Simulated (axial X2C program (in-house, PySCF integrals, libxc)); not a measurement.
Correcting the dissociation energy of SiH for spin–orbit coupling

A spin-free CCSD(T) curve (one-electron X2C) was computed with an axial X2C code built on PySCF integrals, basis Si dyall-v3z [8s7p2d1f], H dyall-v3z [6s2p1d] (cores contracted in-house), for the state M_S = 1/2, Λ = 1 (beyond evenly filled blocks: π+α). It gives D0 = 2.977 eV to Si + H, which in a spin-free picture are the weighted means of the ground terms.

Correlated methods: 5 electrons correlated (number of frozen shells: Si 2 s, 1 p; H none), 101 virtual spin orbitals or spinors in MP2, 71 natural virtuals in coupled cluster.

Measured levels of the ground terms (NIST Handbook of Basic Atomic Spectroscopic Data), in cm⁻¹: Si 3P: J = 0 at 0, J = 1 at 77.1, J = 2 at 223.2; H 2S: J = 1/2 at 0.

The two components of the molecular doublet are 151 cm⁻¹ apart in the PBE0 2c search (Ω = 1/2 lower), so the lower one lies 76 cm⁻¹ under their mean.

(1) How far does each ground level lie under the (2J+1)-weighted mean of its term?

(2) Correct D0.

Second-order spin–orbit effects in the molecule, which grow quickly with Z, are left out. One determinant describes the state; a PBE0 search over occupations chose it and may have missed a lower one. De is counted from the lowest determinant-based energies of the atoms at the same level, without counterpoise correction. CCSD and (T) use frozen natural virtuals with an MP2 correction for the truncation; (T) itself is uncorrected, so its De runs slightly low.

## Answers

(1) Si: (1 × 0 + 3 × 77.1 + 5 × 223.2)/9 = 150 cm⁻¹; H: a single level, 0.

(2) D0 = 2.977 + (76 − 150)/8065.5 = 2.968 eV at CCSD(T) with these spin–orbit terms.
